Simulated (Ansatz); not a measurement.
How the band gap of SbSI (Pnma, No. 62) moves with the method

The reference, 1.88 eV (measured, temperature not stated, not corrected to a static lattice, indirect; as tabulated in Butler et al. (2014), arXiv:1412.6929), is not set against levels without spin–orbit coupling, which matters for this solid.

```tsv
level (code)	value (eV)	cell (Å³/atom)
HSE06 (Ansatz)	2.36	32.87
G0W0@PBEsol (Ansatz)	2.16	29.73
G0W0@PBEsol+SOC (Ansatz)	…	29.73
```

What belongs in the gaps?


- G0W0@PBEsol+SOC (Ansatz, a first-principles code), value (eV): 2.00

Computed values are for a static lattice. Levels without +SOC have no spin–orbit coupling; where heavier elements are present it shifts gaps, mostly down, and can invert bands.  HSE06: the cell comes from a level without a dispersion term, which matters for the spacing of layers, chains or molecules. G0W0@PBEsol+SOC: spin–orbit coupling enters as the shift of the gap found with a semilocal functional. Values are at the measured cell; HSE06 at the level's own equilibrium cell. Ansatz's density-functional and Hartree–Fock values are scalar-relativistic unless marked +SOC, with PAW data made under PBE.
